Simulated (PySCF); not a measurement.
C₄H₅N, charge +1, doublet, geometry from GFN2-xTB of the parent state (a state made from the parent by changing its charge; the spin is typed, not shown lowest); SVWN5/3-21G in PySCF.

The PySCF input:
```python
from pyscf import gto, scf, dft

mol = gto.Mole()
mol.atom = '''
    H     0.023319   -0.005694    2.121335
    N     0.012260   -0.002994    1.115307
    C    -0.001043    1.107468    0.332876
    C     0.008294   -1.109239    0.326823
    C    -0.013699    0.707232   -0.974338
    C    -0.007764   -0.701991   -0.978186
    H    -0.000540    2.091539    0.758768
    H     0.017096   -2.095581    0.747335
    H    -0.025862    1.345969   -1.835154
    H    -0.014564   -1.336098   -1.842478
'''
mol.basis = '3-21g'
mol.charge = 1
mol.spin = 1
mol.verbose = 4
mol.build()

mf = dft.UKS(mol)
mf.xc = 'lda,vwn'
mf.kernel()
mf.analyze()
```

The log (banner, timings and long lists left out):

```
PySCF version 2.14.0

[INPUT] verbose = 4
[INPUT] num. atoms = 10
[INPUT] num. electrons = 35
[INPUT] charge = 1
[INPUT] spin (= nelec alpha-beta = 2S) = 1
[INPUT] symmetry False subgroup None
[INPUT] Mole.unit = angstrom
[INPUT] Symbol           X                Y                Z      unit          X                Y                Z       unit  Magmom
[...]
nuclear repulsion = 162.312058223813
number of shells = 35
number of NR pGTOs = 90
number of NR cGTOs = 55
basis = 3-21g
ecp = {}

******** <class 'pyscf.dft.uks.UKS'> ********
method = UKS
initial guess = minao
damping factor = 0
level_shift factor = 0
DIIS = <class 'pyscf.scf.diis.CDIIS'>
diis_start_cycle = 1
diis_space = 8
diis_damp = 0
SCF conv_tol = 1e-09
SCF conv_tol_grad = None
SCF max_cycles = 50
direct_scf = True
direct_scf_tol = 1e-13
number electrons alpha = 18  beta = 17
XC library pyscf.dft.libxc version 7.1.2
    S. Lehtola, C. Steigemann, M. J. T. Oliveira, and M. A. L. Marques,  SoftwareX 7, 1–5 (2018)
XC functionals = lda,vwn
    P. A. M. Dirac,  Math. Proc. Cambridge Philos. Soc. 26, 376 (1930)
    F. Bloch,  Z. Phys. 57, 545 (1929)
    S. H. Vosko, L. Wilk, and M. Nusair,  Can. J. Phys. 58, 1200 (1980)
radial grids:
    Treutler-Ahlrichs [JCP 102, 346 (1995); DOI:10.1063/1.469408] (M4) radial grids

becke partition: Becke, JCP 88, 2547 (1988); DOI:10.1063/1.454033
pruning grids: <function nwchem_prune>
grids dens level: 3
symmetrized grids: False
atomic radii adjust function: <function treutler_atomic_radii_adjust>
small_rho_cutoff = 0
Set gradient conv threshold to 3.16228e-05
tot grids = 119416
init E= -207.810604165052

cycle= 1 E= -206.815531466223  delta_E= 0.995  |g|= 0.204  |ddm|= 2.42
cycle= 2 E= -206.600625213096  delta_E= 0.215  |g|= 0.588  |ddm|= 1.14
cycle= 3 E= -206.836268333403  delta_E= -0.236  |g|=  0.1  |ddm|= 0.996
cycle= 4 E= -206.839908983755  delta_E= -0.00364  |g|= 0.0528  |ddm|= 0.114
cycle= 5 E= -206.841253037139  delta_E= -0.00134  |g|= 0.0134  |ddm|= 0.0525
cycle= 6 E= -206.841347857048  delta_E= -9.48e-05  |g|= 0.00388  |ddm|= 0.0196
cycle= 7 E= -206.841357587689  delta_E= -9.73e-06  |g|= 0.000712  |ddm|= 0.00739
cycle= 8 E= -206.841358045926  delta_E= -4.58e-07  |g|= 0.000259  |ddm|= 0.00191
cycle= 9 E= -206.841358095761  delta_E= -4.98e-08  |g|= 5.1e-05  |ddm|= 0.000525
cycle= 10 E= -206.841358090954  delta_E= 4.81e-09  |g|= 0.000101  |ddm|= 0.000208
cycle= 11 E= -206.841358097567  delta_E= -6.61e-09  |g|= 3.65e-06  |ddm|= 0.00015
cycle= 12 E= -206.841358097577  delta_E= -1.01e-11  |g|= 1.15e-06  |ddm|= 8.15e-06
Extra cycle  E= -206.841358097576  delta_E= 6.25e-13  |g|= 1.99e-06  |ddm|= 3.26e-06
converged SCF energy = -206.841358097576  <S^2> = 0.75297008  2S+1 = 2.0029679
**** SCF Summaries ****
Total Energy =                        -206.841358097576318
Nuclear Repulsion Energy =             162.312058223812954
One-electron Energy =                 -592.665259032047743
Two-electron Energy =                  223.511842710658470
Two-electron Coulomb Energy =          251.721886799871726
DFT Exchange-Correlation Energy =      -28.210044089213255
**** MO energy ****
                             alpha | beta                alpha | beta
[...]
To work with the spin densities directly, `use mulliken_meta_spin()` only printing them here.

 ** Mulliken spin pop alpha/beta on meta-lowdin orthogonal AOs **
 ** Mulliken Spin Density (per AO)  **
spin_pop of  0 H 1s        0.00073
spin_pop of  0 H 2s       -0.00003
spin_pop of  1 N 1s        0.00000
spin_pop of  1 N 2s       -0.00463
spin_pop of  1 N 3s        0.00003
spin_pop of  1 N 2px      -0.03343
spin_pop of  1 N 2py      -0.01137
spin_pop of  1 N 2pz      -0.00414
spin_pop of  1 N 3px       0.00009
spin_pop of  1 N 3py       0.00014
spin_pop of  1 N 3pz       0.00002
spin_pop of  2 C 1s       -0.00001
spin_pop of  2 C 2s        0.01352
spin_pop of  2 C 3s       -0.00007
spin_pop of  2 C 2px       0.41650
spin_pop of  2 C 2py       0.00928
spin_pop of  2 C 2pz       0.00696
spin_pop of  2 C 3px       0.00022
spin_pop of  2 C 3py      -0.00000
spin_pop of  2 C 3pz       0.00006
spin_pop of  3 C 1s       -0.00001
spin_pop of  3 C 2s        0.01352
spin_pop of  3 C 3s       -0.00007
spin_pop of  3 C 2px       0.41650
spin_pop of  3 C 2py       0.00928
spin_pop of  3 C 2pz       0.00697
spin_pop of  3 C 3px       0.00022
spin_pop of  3 C 3py      -0.00000
spin_pop of  3 C 3pz       0.00006
spin_pop of  4 C 1s       -0.00000
spin_pop of  4 C 2s        0.00052
spin_pop of  4 C 3s        0.00002
spin_pop of  4 C 2px       0.09982
spin_pop of  4 C 2py      -0.00044
spin_pop of  4 C 2pz      -0.00442
spin_pop of  4 C 3px       0.00006
spin_pop of  4 C 3py       0.00006
spin_pop of  4 C 3pz       0.00011
spin_pop of  5 C 1s       -0.00000
spin_pop of  5 C 2s        0.00052
spin_pop of  5 C 3s        0.00002
spin_pop of  5 C 2px       0.09982
spin_pop of  5 C 2py      -0.00048
spin_pop of  5 C 2pz      -0.00438
spin_pop of  5 C 3px       0.00006
spin_pop of  5 C 3py       0.00006
spin_pop of  5 C 3pz       0.00011
spin_pop of  6 H 1s       -0.01289
spin_pop of  6 H 2s        0.00017
spin_pop of  7 H 1s       -0.01289
spin_pop of  7 H 2s        0.00017
spin_pop of  8 H 1s       -0.00319
spin_pop of  8 H 2s        0.00002
spin_pop of  9 H 1s       -0.00319
spin_pop of  9 H 2s        0.00002
 ** Mulliken Spin Density (per atom)  **
spin density of  0 H =      0.00070
spin density of  1 N =     -0.05329
spin density of  2 C =      0.44647
spin density of  3 C =      0.44647
spin density of  4 C =      0.09571
spin density of  5 C =      0.09571
spin density of  6 H =     -0.01272
spin density of  7 H =     -0.01272
spin density of  8 H =     -0.00317
spin density of  9 H =     -0.00317
 ** Mulliken pop alpha/beta on meta-lowdin orthogonal AOs **
 ** Mulliken pop       alpha | beta **
In total            18.00000 | 17.00000
 ** Mulliken atomic charges   ( Nelec_alpha | Nelec_beta ) **
charge of  0H =      0.29454  (     0.35308      0.35238 )
charge of  1N =     -0.10755  (     3.52713      3.58042 )
charge of  2C =      0.10538  (     3.17054      2.72408 )
charge of  3C =      0.10538  (     3.17054      2.72408 )
charge of  4C =     -0.08263  (     3.08917      2.99346 )
charge of  5C =     -0.08264  (     3.08917      2.99346 )
charge of  6H =      0.19638  (     0.39545      0.40817 )
charge of  7H =      0.19638  (     0.39545      0.40817 )
charge of  8H =      0.18738  (     0.40472      0.40789 )
charge of  9H =      0.18738  (     0.40472      0.40789 )

WARN: System has nonzero charge 1; the dipole moment is origin-dependent.
Location of origin: [0. 0. 0.]

Dipole moment(X, Y, Z, Debye):  0.01987, -0.00485,  1.80716
```
